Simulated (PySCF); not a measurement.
Compound: acetamide, C2H5NO.
Bonds: C1–C2, C2–N3, C2–O4 (double). Hydrogens: H5, H6, H7 on C1; H8, H9 on N3.

Torsions of this conformer, `[CH3:1][C:2]([NH2:3])=[O:4]`: H–N3–C2–C1 176°, H–N3–C2–C1 8°.

The closed-shell ground state was solved at several levels (PySCF, density fitting, gas phase, non-relativistic). Geometry: PBE0-D3(BJ)/def2-TZVP, one conformer, isolated molecule.

| level | basis functions | total energy (Eh) | HOMO (eV) | LUMO (eV) | gap (eV) | dipole (D) |
| --- | --- | --- | --- | --- | --- | --- |
| PBE0/aug-cc-pVTZ | 299 | -209.0624 | -7.39 | -0.37 | 7.02 | 3.90 |
| KT3/pcSseg-2 | 214 | -212.3671 | -5.91 | -0.67 | 5.24 | 3.76 |
| CAM-B3LYP/aug-cc-pVTZ | 299 | -209.2108 | -8.89 | -0.02 | 8.87 | 3.97 |
| wB97X-D/pcSseg-2 | 214 | -209.2376 | -9.29 | 1.98 | 11.27 | 3.99 |
| B97-2/pcSseg-2 | 214 | -209.2304 | -7.07 | 0.30 | 7.37 | 3.93 |
| wB97X-D/aug-cc-pVTZ | 299 | -209.2320 | -9.30 | 0.63 | 9.93 | 3.93 |

Question: What might PBE0/pcSseg-2 (214 basis functions) give for the same quantities?

Answer: Total energy -209.0667 Eh, HOMO -7.37 eV, LUMO 0.27 eV, gap 7.64 eV, dipole 3.95 D.

Question: Over all these levels, which gives the widest orbital gap and which the narrowest?

Answer: wB97X-D/pcSseg-2 (range-separated hybrid) has the widest, 11.27 eV, and KT3/pcSseg-2 (GGA) the narrowest, 5.24 eV. The two share the basis. From the narrowest to the widest the HOMO moves by -3.38 eV and the LUMO by +2.65 eV.

Question: In the pcSseg-2 basis, how does the gap go with the fixed share of exact exchange?

Answer: KT3 (0 %) 5.24 eV; B97-2 (21 %) 7.37 eV; PBE0 (25 %) 7.64 eV. Each rise in the share widens the gap here.

Question: How far do the dipole and the HOMO energy spread over the levels?

Answer: The dipole runs from 3.76 to 3.99 D (mean 3.92 D) and the HOMO from -9.30 to -5.91 eV.

wB97X-D is run here without its empirical dispersion term; that term would change no orbital, density or response property at a fixed geometry.
